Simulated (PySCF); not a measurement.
# AlNH5Cl (SMILES [NH3+][AlH2-][Cl]): a chain of runs, part 2 of 2

PySCF 2.14.0. Earlier steps stand in the parts before.

### Step 4. The energy at VV10/DZP (density fitting, nlc grid 1) (run 3)

input.py reads:

```python
from pyscf import gto, dft

mol = gto.M(
    atom=[
    ('N', (-0.597503, 0.641912, -0.326375)),
    ('Al', (0.498890, -0.659893, 0.558793)),
    ('Cl', (2.127628, -0.708571, -0.818533)),
    ('H', (-0.885758, 0.351778, -1.269228)),
    ('H', (-0.130422, 1.549686, -0.444745)),
    ('H', (-1.467676, 0.839723, 0.183697)),
    ('H', (0.889357, -0.030434, 1.827677)),
    ('H', (-0.277270, -1.906489, 0.513864)),
],
    spin=0,
    max_memory=1860,
    charge=0,
    basis='dzp',
    verbose=3,
)

mf = dft.RKS(mol, xc='vv10')
mf = mf.density_fit()
mf.nlcgrids.level = 1
mf.kernel()

e_final = mf.e_tot
print(f'total energy: {e_final:.8f} hartree')
dip = mf.dip_moment()
pop, q = mf.mulliken_pop()
```

Run with:

```
$ OMP_NUM_THREADS=1 python input.py
```

The program printed:

```text
WARN: Even tempered Gaussians are generated as DF auxbasis for  N H Cl Al

converged SCF energy = -761.078394804058
total energy: -761.07839480 hartree
Dipole moment(X, Y, Z, Debye): -5.18826,  4.09366, -1.23986
 ** Mulliken pop  **
pop of  0 N 1s            0.94518
pop of  0 N 2s            1.03026
pop of  0 N 3s            0.80166
pop of  0 N 4s            0.56384
pop of  0 N 2px           1.00227
pop of  0 N 2py           1.02564
pop of  0 N 2pz           0.98300
pop of  0 N 3px           0.26409
pop of  0 N 3py           0.29656
pop of  0 N 3pz           0.25029
pop of  0 N 3dxy          0.00253
pop of  0 N 3dyz          0.00095
pop of  0 N 3dz^2         0.00471
pop of  0 N 3dxz          0.00387
pop of  0 N 3dx2-y2       0.00426
pop of  1 Al 1s           0.44778
pop of  1 Al 2s           1.89435
pop of  1 Al 3s           0.83053
pop of  1 Al 4s           0.64050
pop of  1 Al 5s           0.16099
pop of  1 Al 6s           0.80141
pop of  1 Al 7s           0.15894
pop of  1 Al 2px          1.86503
pop of  1 Al 2py          1.86866
pop of  1 Al 2pz          1.86796
pop of  1 Al 3px          0.16079
pop of  1 Al 3py          0.16960
pop of  1 Al 3pz          0.16762
pop of  1 Al 4px          0.28596
pop of  1 Al 4py          0.33472
pop of  1 Al 4pz          0.33531
pop of  1 Al 5px          0.07972
pop of  1 Al 5py          0.14112
pop of  1 Al 5pz          0.11340
pop of  1 Al 3dxy         0.07304
pop of  1 Al 3dyz         0.05220
pop of  1 Al 3dz^2        0.06431
pop of  1 Al 3dxz         0.05796
pop of  1 Al 3dx2-y2      0.03452
pop of  2 Cl 1s           0.27394
pop of  2 Cl 2s           1.01748
pop of  2 Cl 3s           0.67602
pop of  2 Cl 4s           0.95262
pop of  2 Cl 5s           1.02796
pop of  2 Cl 6s           0.95790
pop of  2 Cl 7s           1.01002
pop of  2 Cl 2px          1.93876
pop of  2 Cl 2py          1.94026
pop of  2 Cl 2pz          1.93918
pop of  2 Cl 3px          0.33950
pop of  2 Cl 3py          0.35525
pop of  2 Cl 3pz          0.34356
pop of  2 Cl 4px          0.87747
pop of  2 Cl 4py          0.91852
pop of  2 Cl 4pz          0.89094
pop of  2 Cl 5px          0.58779
pop of  2 Cl 5py          0.68693
pop of  2 Cl 5pz          0.61577
pop of  2 Cl 3dxy         0.00170
pop of  2 Cl 3dyz         0.00091
pop of  2 Cl 3dz^2        0.00187
pop of  2 Cl 3dxz         0.00502
pop of  2 Cl 3dx2-y2      0.00243
pop of  3 H 1s            0.68729
pop of  3 H 2s            0.08836
pop of  3 H 2px           0.00920
pop of  3 H 2py           0.01077
pop of  3 H 2pz           0.02217
pop of  4 H 1s            0.68719
pop of  4 H 2s            0.08863
pop of  4 H 2px           0.01335
pop of  4 H 2py           0.02051
pop of  4 H 2pz           0.00828
pop of  5 H 1s            0.69272
pop of  5 H 2s            0.09137
pop of  5 H 2px           0.01974
pop of  5 H 2py           0.00909
pop of  5 H 2pz           0.01358
pop of  6 H 1s            0.78571
pop of  6 H 2s            0.40063
pop of  6 H 2px           0.00100
pop of  6 H 2py           0.00171
pop of  6 H 2pz           0.00613
pop of  7 H 1s            0.78576
pop of  7 H 2s            0.40063
pop of  7 H 2px           0.00218
pop of  7 H 2py           0.00624
pop of  7 H 2pz           0.00043
 ** Mulliken atomic charges  **
charge of    0N =     -0.17910
charge of    1Al =      0.39357
charge of    2Cl =     -0.36180
charge of    3H =      0.18221
charge of    4H =      0.18203
charge of    5H =      0.17350
charge of    6H =     -0.19519
charge of    7H =     -0.19523
```

It took 47 s on 1 thread of AMD EPYC 7R43 (Zen 3), shared host; peak memory 0.37 GiB.

### Step 5. The excited states at TDA-BMK/3-21G (density fitting with cc-pvdz-jkfit, spin of roots triplet) (run 4)

mol.xyz reads:

```xyz
8

N     -0.597503     0.641912    -0.326375
Al     0.498890    -0.659893     0.558793
Cl     2.127628    -0.708571    -0.818533
H     -0.885758     0.351778    -1.269228
H     -0.130422     1.549686    -0.444745
H     -1.467676     0.839723     0.183697
H      0.889357    -0.030434     1.827677
H     -0.277270    -1.906489     0.513864
```

job.py reads:

```python
from pyscf import gto, dft, tdscf

mol = gto.M(
    atom='mol.xyz',
    basis='3-21g',
    charge=0,
    max_memory=1860,
    verbose=4,
    cart=True,
)

calc0 = dft.RKS(mol, xc='hyb_mgga_x_bmk,gga_c_bmk')
calc0 = calc0.density_fit(auxbasis='cc-pvdz-jkfit')
calc0.kernel()

etot = calc0.e_tot
print('Final energy', etot)

td = tdscf.TDA(calc0)
td.nstates = 3
td.singlet = False
td.kernel()
td.analyze()
roots = td.e * 27.211386
```

Run with:

```
$ OMP_NUM_THREADS=1 python job.py
```

The program printed:

```text
PySCF version 2.14.0

[INPUT] num. atoms = 8
[INPUT] num. electrons = 42
[INPUT] charge = 0
[INPUT] spin (= nelec alpha-beta = 2S) = 0
[INPUT] symmetry False subgroup None
[INPUT] Mole.unit = angstrom
[INPUT] Cartesian GTO integrals (6d 10f)
[INPUT] Symbol           X                Y                Z      unit          X                Y                Z       unit  Magmom
[INPUT]  1 N     -0.597503000000   0.641912000000  -0.326375000000 AA   -1.129117028606   1.213037876072  -0.616759363905 Bohr   0.0
[INPUT]  2 Al     0.498890000000  -0.659893000000   0.558793000000 AA    0.942765466284  -1.247017041518   1.055965730324 Bohr   0.0
[INPUT]  3 Cl     2.127628000000  -0.708571000000  -0.818533000000 AA    4.020634214956  -1.339005129809  -1.546803193919 Bohr   0.0
[INPUT]  4 H     -0.885758000000   0.351778000000  -1.269228000000 AA   -1.673840032643   0.664764076647  -2.398493309629 Bohr   0.0
[INPUT]  5 H     -0.130422000000   1.549686000000  -0.444745000000 AA   -0.246461860618   2.928482119073  -0.840446245270 Bohr   0.0
[INPUT]  6 H     -1.467676000000   0.839723000000   0.183697000000 AA   -2.773505679597   1.586846490498   0.347137019904 Bohr   0.0
[INPUT]  7 H      0.889357000000  -0.030434000000   1.827677000000 AA    1.680641156965  -0.057511924875   3.453808974167 Bohr   0.0
[INPUT]  8 H     -0.277270000000  -1.906489000000   0.513864000000 AA   -0.523964362558  -3.602742069496   0.971062225274 Bohr   0.0

nuclear repulsion = 147.503154113749
number of shells = 29
number of NR pGTOs = 84
number of NR cGTOs = 45
basis = 3-21g
ecp = {}

******** <class 'pyscf.df.df_jk.DFRKS'> ********
method = DFRKS
initial guess = minao
damping factor = 0
level_shift factor = 0
DIIS = <class 'pyscf.scf.diis.CDIIS'>
diis_start_cycle = 1
diis_space = 8
diis_damp = 0
SCF conv_tol = 1e-09
SCF conv_tol_grad = None
SCF max_cycles = 50
direct_scf = False
XC library pyscf.dft.libxc version 7.0.0
    S. Lehtola, C. Steigemann, M. J.T. Oliveira, and M. A.L. Marques.,  SoftwareX 7, 1–5 (2018)
XC functionals = hyb_mgga_x_bmk,gga_c_bmk
radial grids:
    Treutler-Ahlrichs [JCP 102, 346 (1995); DOI:10.1063/1.469408] (M4) radial grids

becke partition: Becke, JCP 88, 2547 (1988); DOI:10.1063/1.454033
pruning grids: <function nwchem_prune>
grids dens level: 3
symmetrized grids: False
atomic radii adjust function: <function treutler_atomic_radii_adjust>
small_rho_cutoff = 0
Set gradient conv threshold to 3.16228e-05
Initial guess from minao.
tot grids = 101008
******** <class 'pyscf.df.df.DF'> ********
auxbasis = cc-pvdz-jkfit
init E= -755.929492799092
  HOMO = -0.343325190242784  LUMO = 0.000774188427856259  gap/eV = 9.36342
cycle= 1 E= -756.333714538382  delta_E= -0.404  |g|= 0.287  |ddm|= 2.08
  HOMO = -0.247846810683278  LUMO = 0.042446506080549  gap/eV = 7.89928
cycle= 2 E= -756.351581546465  delta_E= -0.0179  |g|= 0.202  |ddm|= 0.655
  HOMO = -0.294187076530111  LUMO = 0.049692487039529  gap/eV = 9.35744
cycle= 3 E= -756.362474131063  delta_E= -0.0109  |g|= 0.0213  |ddm|= 0.279
  HOMO = -0.294278480400595  LUMO = 0.0528137828960045  gap/eV = 9.44486
cycle= 4 E= -756.362611640593  delta_E= -0.000138  |g|= 0.00331  |ddm|= 0.031
  HOMO = -0.294128267626298  LUMO = 0.0534204719830709  gap/eV = 9.45728
cycle= 5 E= -756.362613577367  delta_E= -1.94e-06  |g|= 0.00199  |ddm|= 0.00419
  HOMO = -0.29403774255961  LUMO = 0.0533563425649461  gap/eV = 9.45307
cycle= 6 E= -756.362614382854  delta_E= -8.05e-07  |g|= 0.000111  |ddm|= 0.00144
  HOMO = -0.294036017832206  LUMO = 0.0533451611523827  gap/eV = 9.45272
cycle= 7 E= -756.362614389132  delta_E= -6.28e-09  |g|= 9.02e-06  |ddm|= 0.000275
  HOMO = -0.294034687909902  LUMO = 0.0533471440468176  gap/eV = 9.45274
cycle= 8 E= -756.362614389209  delta_E= -7.75e-11  |g|= 1.44e-06  |ddm|= 3.65e-05
  HOMO = -0.29403466348338  LUMO = 0.0533471367214853  gap/eV = 9.45274
Extra cycle  E= -756.362614389211  delta_E= -1.59e-12  |g|= 7.08e-07  |ddm|= 3.8e-06
converged SCF energy = -756.362614389211
Final energy -756.3626143892106

******** <class 'pyscf.tdscf.rks.TDA'> for <class 'pyscf.df.df_jk.DFRKS'> ********
nstates = 3 triplet
deg_eia_thresh = 1.000e-03
wfnsym = None
conv_tol = 1e-05
eigh lindep = 1e-12
eigh level_shift = 0
eigh max_cycle = 100

Excitation energies (eV)
[7.14768141 7.69508418 7.84761148]

** Triplet excitation energies and oscillator strengths **
      18 -> 22        0.13011
      21 -> 22       -0.65904
      21 -> 23        0.18818
      21 -> 22       -0.19056
      21 -> 23       -0.67296
      20 -> 22        0.67434
      20 -> 23       -0.12285
      20 -> 24        0.10065

** Transition electric dipole moments (AU) **
state          X           Y           Z        Dip. S.      Osc.
  1         0.0000      0.0000      0.0000      0.0000      0.0000
  2         0.0000      0.0000      0.0000      0.0000      0.0000
  3         0.0000      0.0000      0.0000      0.0000      0.0000

** Transition velocity dipole moments (imaginary part, AU) **
state          X           Y           Z        Dip. S.      Osc.
  1        -0.0000     -0.0000     -0.0000      0.0000      0.0000
  2        -0.0000     -0.0000     -0.0000      0.0000      0.0000
  3        -0.0000     -0.0000     -0.0000      0.0000      0.0000

** Transition magnetic dipole moments (imaginary part, AU) **
state          X           Y           Z
  1        -0.0000     -0.0000     -0.0000
  2        -0.0000     -0.0000     -0.0000
  3        -0.0000     -0.0000     -0.0000
```

Wall time 32 s (1 thread of AMD EPYC 7R43 (Zen 3), shared host); peak memory 0.43 GiB.

The roots found:

| excited state | energy (eV) |
| --- | --- |
| 1 | 7.148 |
| 2 | 7.695 |
| 3 | 7.848 |

### Step 6. Summary of results

What follows sums up all 2 parts.

```
                                                    quantity                value
                run 1, HF-D4/STO-6G: total energy at the end        -756.32726 Eh
                          run 1, HF-D4/STO-6G: dipole moment               8.33 D
                            run 1, HF-D4/STO-6G: HOMO energy             -8.48 eV
                            run 1, HF-D4/STO-6G: LUMO energy             13.72 eV
                          run 1, HF-D4/STO-6G: HOMO–LUMO gap             22.20 eV
                      run 1, HF-D4/STO-6G: dispersion energy        -46.29 kJ/mol
             run 1, HF-D4/STO-6G: solvent term in the energy         -74.8 kJ/mol
                               run 3, VV10/DZP: total energy        -761.07839 Eh
                              run 3, VV10/DZP: dipole moment               6.72 D
                                run 3, VV10/DZP: HOMO energy             -6.13 eV
                                run 3, VV10/DZP: LUMO energy             -1.09 eV
                              run 3, VV10/DZP: HOMO–LUMO gap              5.03 eV
     run 4, TDA-BMK/3-21G: ground-state or mean-field energy        -756.36261 Eh
 run 4, TDA-BMK/3-21G: dipole moment (BMK Kohn–Sham density)               7.84 D
  run 4, TDA-BMK/3-21G: HOMO energy (BMK Kohn–Sham orbitals)             -8.00 eV
  run 4, TDA-BMK/3-21G: LUMO energy (BMK Kohn–Sham orbitals)              1.45 eV
run 4, TDA-BMK/3-21G: HOMO–LUMO gap (BMK Kohn–Sham orbitals)              9.45 eV
      run 4, TDA-BMK/3-21G: lowest triplet excitation energy              7.15 eV
                                         run 2, HF-D4/STO-6G  no result (timeout)
```

The optimisation (run 1, HF-D4/STO-6G) took 7 steps and changed the energy by -1.060 eV. Mulliken charges (run 1, HF-D4/STO-6G) run from -0.64 on Cl3 to +1.05 on Al2; they depend strongly on the basis. Mulliken charges (run 3, VV10/DZP) run from -0.36 on Cl3 to +0.39 on Al2. The basis has no diffuse functions, so Rydberg states are missing or pushed up, and the true lowest state may lie lower. 1 of the 4 runs did not end normally.
